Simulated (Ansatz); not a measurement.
Cubic perovskite KTaO3

Method: PBE (Ansatz, an electronic-structure program, PAW).

Run with plane-wave cutoff 520 eV, 6×6×6 k mesh, perturbation theory, scalar-relativistic PAW data made under PBE.

Cell: measured lattice: a = b = c = 3.9885 Å, α = β = γ = 90.00°.

```yaml
electronic dielectric constant ε∞: 5.35
dielectric constant ε0 (ions relaxed): 436
```

Measured, for comparison: high-frequency dielectric constant 4.59 (300 K, copied from a table, unchecked, long-wavelength limit of the electronic terms of a dispersion formula fitted to measured refractive indices over 0.4-1.06 um; lattice terms left out; as tabulated in Fujii and Sakudo (1976), doi:10.1143/jpsj.41.888). Computed (rounded) less measured: high-frequency dielectric constant not scored (unchecked).

Note: the cell isn't this level's own, so it is under some stress, which shifts stiffness and frequencies.

Spin–orbit coupling is not included.
